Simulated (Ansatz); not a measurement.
hcp Re was calculated with r²SCAN+SOC (Ansatz, a quantum-chemistry and plane-wave program, PAW).

Settings: plane-wave cutoff 560 eV, 24×24×12 k mesh (along the axes of the cell as run), Fermi–Dirac smearing 0.05 eV, PAW data made under PBE.

Equation-of-state points:

```
V (Å³/atom)  E − E_lowest (meV/atom)
-----------  -----------------------
14.131                         30.36
14.425                          7.31
14.720                          0.00
15.014                          6.81
15.309                         26.28
```

### Question
Estimate the bulk modulus and its pressure derivative from these points.

### Answer
V0 = 14.720 Å³/atom, B0 = 384 GPa, B′ = 4.4 (fit to the energies at full precision).

Shape and atoms are relaxed at each volume.

Measured, for comparison: bulk modulus 369 GPa (zero-point energy and finite temperature contributions removed, sources range from 369 to 381; as tabulated in doi:10.1021/acs.jctc.3c00612); equilibrium volume per atom 14.62 Å³/atom (copied from a table, unchecked, extrapolated to 0 K and zero-point effects removed; as tabulated in Lejaeghere et al. (2013), arXiv:1204.2733). Computed less measured: bulk modulus +4.1 % (+0.8 % to +4.1 % over the range), equilibrium volume per atom not scored (unchecked).

Computed values are for the static lattice.
